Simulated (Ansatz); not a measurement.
**SiS+ (quartet): from a generated start to a stationary point**

Aim: relax a generated start of SiS+ (quartet) and see which bonds hold.

The runs use Ansatz 0.2.0, Gaussian basis; UKS PBE0/def2-TZVP.

## 1. Starting geometry

2 atoms, charge 1, spin multiplicity 4.

Atoms are counted from 1 here; the program's logs count them from 0.

Bond lengths: Si1–S2 2.009 Å.

As a file:

```xyz
2
SSi
Si    0.0000    0.0000    0.0000
S     0.0000    0.0000    2.0088
```

The start is set by covalent radii. Sticks and bond lists go by distance. 

## 2. The run

Input file in.yaml:

```yaml
crystal:
  periodic: [false, false, false]
  atoms:
    - {symbol: Si, position_ang: [0.000000, 0.000000, 0.000000]}
    - {symbol: S, position_ang: [0.000000, 0.000000, 2.008800]}
basis:
  gaussian: {orbitals: def2-TZVP}
total_charge: 1
magnetization: {spin_polarized: true, initial_magnetization: 3}
hamiltonian: {xc: pbe0}
relax: {f_tol: 0.004, max_steps: 80}
```

Run with:

```console
> ansatz run in.yaml --threads 1 --pin off --events-out ev --progress --plain --max-ram 2176MiB
```

Q: Predict the outcome of this session. Wanted: energy gained; shift from the start; total energy; ⟨S²⟩.

The runs gave:

| quantity | value |
| --- | --- |
| steps | 4 |
| energy gained | 0.135 eV |
| shift from the start (rms) | 0.068 Å |
| total energy | -18693.4870 eV |
| ⟨S²⟩ | 3.760 |

What this shows: The bonds of the start are those of the end. Si1–S2 went from 2.009 to 2.145 Å. No vibrations were run, so this is a stationary point, not a proven minimum, and this spin need not be the ground state's.
